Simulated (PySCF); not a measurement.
**ClH3Si: calculation against experiment**

**The experiment to reproduce.**

NIST CCCBDB Release 22 (SRD 101), experimental dipoles lists, for the gas: dipole moment (microwave Stark effect) 1.31 ± 0.01 D.

The results are set against them at the end.

Species: ClH₃Si.
Atom-mapped SMILES: `[SiH3:1][Cl:2]` (hydrogens: H3, H4, H5 on Si1)

Structure used (GFN2-xTB), in Å, numbered top down from 1:
```
atom  x, y, z in Å
Si1   -0.1267    0.0052   -0.0112
Cl2    1.8787   -0.0685    0.1047
H3    -0.5619   -0.9656   -1.0090
H4    -0.5111    1.3567   -0.4031
H5    -0.6704   -0.3250    1.3014
```

The PySCF runs (gas phase, on this GFN2-xTB geometry; no spin–orbit coupling):

```
            level                                                                job  basis functions  wall time
wB97X-D/def2-SVPD  8 singlets by full TDDFT, 3 Tamm–Dancoff triplets, polarisability               75      4.5 s
```

Hardware: Arm Neoverse N1, one thread, shared host.

Results beside the measurements:

**Dipole moment.** Measured: 1.31 D (NIST CCCBDB Release 22 (SRD 101), experimental dipoles).

| level | computed (D) | computed − measured (D) | % (from the printed values) |
| --- | --- | --- | --- |
| wB97X-D/def2-SVPD | 1.29 | -0.02 | -2 |

The computed dipoles belong to one fixed geometry; measured ones are averaged over vibrations unless marked μe. Magnitudes are compared, not signs.

The geometry is computed, not the measured one. Where a level misses, the cause wasn't examined.
